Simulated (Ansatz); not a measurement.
**BH2+ (singlet): wave-function methods side by side, cc-pVTZ**

The task here is to estimate one member of a computed series from the others.

Computed with Ansatz 0.2.0, Gaussian basis. Level: cc-pVTZ, core rule «outside noble gas», up to 1 orbitals frozen.

Plan: UHF; CCSD(T) on RHF; BCCD(T) on RHF; CISD; CCSDT(Q) on RHF; CASSCF and MRCISD+Q, 4 electrons in 6 orbitals; CASSCF and NEVPT4(SD), 4 electrons in 6 orbitals; CASSCF and NEVPT2, 4 electrons in 6 orbitals; Full CI.

24 further runs of the same task are left out: 5 for a known fault of the program, 8 that didn't finish, 11 set aside as unsound or not needed.

### The geometry

The geometry is a PBE0/def2-TZVP stationary point (not a proven minimum) of the parent state, kept for this charge and spin.

3 atoms, charge 1, spin multiplicity 1.

Atoms are counted from 1 here; the program's logs count them from 0.

Bond lengths: B1–H2 1.191 Å, B1–H3 1.191 Å. Angles: H2–B1–H3 129.4°.

The first run:

in.yaml

```yaml
crystal:
  periodic: [false, false, false]
  atoms:
    - {symbol: B, position_ang: [0.000000, -0.080006, 0.000000]}
    - {symbol: H, position_ang: [0.000000, 0.429067, -1.077008]}
    - {symbol: H, position_ang: [0.000000, 0.429067, 1.077008]}
basis:
  gaussian: {orbitals: cc-pVTZ}
total_charge: 1
magnetization: {spin_polarized: true, initial_magnetization: 0}
hamiltonian: {xc: hf}
output: {orbitals: {seedname: orbitals}}
```

Command:

```console
> ansatz run in.yaml --threads 1 --pin off --events-out ev --progress --plain --max-ram 2393MiB
```

Steps of the session up to this table: UHF; CCSD(T) on RHF; BCCD(T) on RHF; CISD; CCSDT(Q) on RHF; CASSCF and MRCISD+Q, 4 electrons in 6 orbitals; CASSCF and NEVPT4(SD), 4 electrons in 6 orbitals; CASSCF and NEVPT2, 4 electrons in 6 orbitals; Full CI.

One of the session's tables, all rows but one given; the rest of the session is left out.

```
            method  from FCI (meV)
               RHF         +2427.4
              RMP2          +513.6
              CISD           +76.7
             RCCSD               ?
          RCCSD(T)            +7.7
           BCCD(T)            +7.7
            RCCSDT            +0.5
         RCCSDT(Q)            +0.1
    CASSCF valence         +1151.8
    NEVPT2 valence          +239.3
NEVPT4(SD) valence           +27.8
    MRCISD valence           +14.8
  MRCISD+Q valence            -4.2
               FCI               0
```

**Question.** Estimate the row for RCCSD.

**Answer.** from FCI (meV): +35.9. In the column «from FCI (meV)» it lies between NEVPT4(SD) valence (+27.8) and CISD (+76.7).

To keep in mind: MRCISD+Q valence falls below full CI: the +Q correction isn't variational, and the cores differ from full CI's.
